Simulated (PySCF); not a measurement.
**One shape, several levels: HS− (hydrosulfide)**

Aim: a comparison of 4 runs (UPBE0/6-31G*, MP2/6-31G*, UMP2/6-31G*, UCCSD(T)/6-31G*) of HS− (hydrosulfide). The job is set up through a Python script.

The calculation is run with PySCF 2.14.0.

9 further runs of the same task are left out: 9 set aside as unsound or not needed.

## 1. The system as given

HS− has 2 atoms, charge -1, and is taken as a singlet. SMILES: `[SH-]`. The S1–H2 distance was set to 2.019 Å, away from the relaxed value.

Bond lengths: S1–H2 2.019 Å.

## 2. A single-point energy at UPBE0/6-31G(d) (spherical functions) (run 1)

Contents of input.xyz:

```xyz
2

S      1.149442    -0.375814     0.591022
H     -0.574700     0.187900    -0.295500
```

Contents of input.py:

```python
from pyscf import gto, dft

system = gto.M(
    atom='input.xyz',
    spin=0,
    basis='6-31g*',
    max_memory=1860,
    verbose=3,
    charge=-1,
)

ks = dft.UKS(system, xc='pbe0')
ks.conv_tol = 1e-10
ks.grids.level = 5
ks.kernel()
if not ks.converged:
    ks = ks.newton().run(ks.mo_coeff, ks.mo_occ)
for _ in range(3):
    mo, _, stable, _ = ks.stability(return_status=True)
    if stable:
        break
    ks.kernel(ks.make_rdm1(mo, ks.mo_occ))

etot = ks.e_tot
print(f'total energy: {etot:.8f} hartree')
```

The run is started by

```console
OMP_NUM_THREADS=1 python input.py
```

The program printed:

```text
converged SCF energy = -398.570382297461  <S^2> = 1.3500312e-13  2S+1 = 1
<class 'pyscf.dft.uks.UKS'> wavefunction is stable in the internal stability analysis
total energy: -398.57038230 hartree
```

Run time: 3.6 s. Hardware: 1 thread of Arm Neoverse V1, shared host; peak memory 0.24 GiB.

## 3. A single-point energy at MP2/6-31G(d) (spherical functions) (run 2)

Contents of geometry.xyz:

```xyz
2

S      1.149442    -0.375814     0.591022
H     -0.574700     0.187900    -0.295500
```

Contents of job.py:

```python
from pyscf import gto, mp

mol = gto.Mole()
mol.atom = 'geometry.xyz'
mol.verbose = 4
mol.basis = '6-31g*'
mol.spin = 0
mol.charge = -1
mol.max_memory = 1860
mol.build()

mf = mol.RHF()
mf.conv_tol = 1e-10
mf.kernel()
if not mf.converged:
    mf = mf.newton().run(mf.mo_coeff, mf.mo_occ)

pt = mp.MP2(mf, frozen=5).run()
e_final = pt.e_tot
print('E(%s) = %.9f' % ('MP2', e_final))
```

The run is started by

```console
OMP_NUM_THREADS=1 python job.py
```

The program printed:

```text
PySCF version 2.14.0

[INPUT] num. atoms = 2
[INPUT] num. electrons = 18
[INPUT] charge = -1
[INPUT] spin (= nelec alpha-beta = 2S) = 0
[INPUT] symmetry False subgroup None
[INPUT] Mole.unit = angstrom
[INPUT] Symbol           X                Y                Z      unit          X                Y                Z       unit  Magmom
[INPUT]  1 S      1.149442000000  -0.375814000000   0.591022000000 AA    2.172130576072  -0.710185533777   1.116869713593 Bohr   0.0
[INPUT]  2 H     -0.574700000000   0.187900000000  -0.295500000000 AA   -1.086025603788   0.355079538806  -0.558414069809 Bohr   0.0

nuclear repulsion = 4.19357901569397
number of shells = 10
number of NR pGTOs = 55
number of NR cGTOs = 20
basis = 6-31g*
ecp = {}

******** <class 'pyscf.scf.hf.RHF'> ********
method = RHF
initial guess = minao
damping factor = 0
level_shift factor = 0
DIIS = <class 'pyscf.scf.diis.CDIIS'>
diis_start_cycle = 1
diis_space = 8
diis_damp = 0
SCF conv_tol = 1e-10
SCF conv_tol_grad = None
SCF max_cycles = 50
direct_scf = True
direct_scf_tol = 1e-13
Set gradient conv threshold to 1e-05
Initial guess from minao.
init E= -397.541589278555
  HOMO = -0.286752273877608  LUMO = -0.0587225626277139  gap/eV = 6.20500
cycle= 1 E= -397.909251999089  delta_E= -0.368  |g|= 0.42  |ddm|= 1.03
  HOMO = 0.026591375771369  LUMO = 0.295838043688691  gap/eV = 7.32658
cycle= 2 E= -397.988295771297  delta_E= -0.079  |g|= 0.242  |ddm|= 1.02
  HOMO = -0.0822383296628485  LUMO = 0.276241261770062  gap/eV = 9.75473
cycle= 3 E= -398.009711962605  delta_E= -0.0214  |g|= 0.0344  |ddm|= 0.353
  HOMO = -0.0946480462948061  LUMO = 0.292591647060702  gap/eV = 10.53733
cycle= 4 E= -398.010540254867  delta_E= -0.000828  |g|= 0.00516  |ddm|= 0.0851
  HOMO = -0.0950280224872491  LUMO = 0.292117181258199  gap/eV = 10.53476
cycle= 5 E= -398.010566057538  delta_E= -2.58e-05  |g|= 0.000641  |ddm|= 0.0155
  HOMO = -0.0950626827096532  LUMO = 0.292170196760964  gap/eV = 10.53714
cycle= 6 E= -398.010566309679  delta_E= -2.52e-07  |g|= 9.52e-05  |ddm|= 0.00126
  HOMO = -0.0950805408483766  LUMO = 0.292145534651497  gap/eV = 10.53696
cycle= 7 E= -398.010566315891  delta_E= -6.21e-09  |g|= 1.9e-05  |ddm|= 0.000216
  HOMO = -0.0950819154569229  LUMO = 0.292149805564488  gap/eV = 10.53711
cycle= 8 E= -398.010566316083  delta_E= -1.92e-10  |g|= 2.5e-06  |ddm|= 3.55e-05
  HOMO = -0.0950820284761957  LUMO = 0.292149323118525  gap/eV = 10.53710
cycle= 9 E= -398.010566316087  delta_E= -4.21e-12  |g|= 2.69e-07  |ddm|= 6.34e-06
  HOMO = -0.0950820930295755  LUMO = 0.292149261023208  gap/eV = 10.53710
Extra cycle  E= -398.010566316088  delta_E= -2.27e-13  |g|= 6.9e-08  |ddm|= 4.27e-07
converged SCF energy = -398.010566316088

******** <class 'pyscf.mp.mp2.RMP2'> ********
nocc = 4, nmo = 15
frozen orbitals 5
E(RMP2) = -398.133614027132  E_corr = -0.123047711044156
E(SCS-RMP2) = -398.136573545793  E_corr = -0.126007229705326
E_corr(same-spin) = -0.0249807964011482
E_corr(oppo-spin) = -0.098066914643008
E(MP2) = -398.133614027
```

Wall time 0.76 s (1 thread of Arm Neoverse V1, shared host); peak memory 0.12 GiB.

Run 3 isn't shown in full; the table further down has it.

## 4. The energy at UCCSD(T)/6-31G(d) (spherical functions) (run 4)

Contents of job.py:

```python
from pyscf import gto, scf, cc

system = gto.M(
    atom='''
S    1.149442  -0.375814   0.591022
H   -0.574700   0.187900  -0.295500
''',
    charge=-1,
    max_memory=1860,
    verbose=3,
    basis='6-31g*',
)

mf = scf.UHF(system)
mf.conv_tol = 1e-10
mf.kernel()
if not mf.converged:
    mf = mf.newton().run(mf.mo_coeff, mf.mo_occ)
for _ in range(3):
    mo, _, stable, _ = mf.stability(return_status=True)
    if stable:
        break
    mf.kernel(mf.make_rdm1(mo, mf.mo_occ))

mycc = cc.CCSD(mf, frozen=5)
mycc.kernel()
e_t = mycc.ccsd_t()
e_final = mycc.e_tot + e_t
print('Final energy', e_final)
```

The run is started by

```console
OMP_NUM_THREADS=1 python job.py
```

The program printed:

```text
converged SCF energy = -398.010566316087  <S^2> = 7.5495166e-13  2S+1 = 1
<class 'pyscf.scf.uhf.UHF'> wavefunction has an internal instability
converged SCF energy = -398.01915845232  <S^2> = 0.46364925  2S+1 = 1.6895553
<class 'pyscf.scf.uhf.UHF'> wavefunction is stable in the internal stability analysis
E(UCCSD) = -398.1603704829078  E_corr = -0.1412120305875901
UCCSD(T) correction = -0.00506193585050282
Final energy -398.16543241875826
```

It took 1.1 s on 1 thread of Arm Neoverse V1, shared host; peak memory 0.12 GiB.

## 5. Overview of the runs

```
run                                  level  integration grid  follow instability  energy (Eh)  HOMO energy (eV)  LUMO energy (eV)  HOMO–LUMO gap (eV)  wall time
  1     UPBE0/6-31G* (spherical functions)                 5                 yes  -398.570382              0.54              4.44                3.90      3.6 s
  2       MP2/6-31G* (spherical functions)                 –                   –  -398.133614             -2.59              7.95               10.54     0.76 s
  3      UMP2/6-31G* (spherical functions)                 –                 yes  -398.123617             -2.12              8.66               10.78     0.87 s
  4  UCCSD(T)/6-31G* (spherical functions)                 –                 yes  -398.165432             -2.12              8.66               10.78      1.1 s
```

## 6. Results

| quantity | value |
| --- | --- |
| run 4: total energy | -398.16543 Eh |
| run 4: HOMO energy (Hartree–Fock orbitals) | -2.12 eV |
| run 4: LUMO energy (Hartree–Fock orbitals) | 8.66 eV |
| run 4: HOMO–LUMO gap (to an unbound level, set by the basis) | 10.78 eV |
| run 4: correlation energy (5 core orbitals frozen) | -146.3 mEh |
| run 4: (T) correction | -5.06 mEh |
| run 4: ⟨S²⟩ of the reference determinant | 0.464 |
| run 4: T1 diagnostic | 0.086 |

In run 1 the HOMO lies above zero, so the outermost electron may be held by the basis alone. Spin contamination of the reference: run 3 ⟨S²⟩ = 0.46, run 4 ⟨S²⟩ = 0.46. All runs together took 6.3 s, the longest 3.6 s.
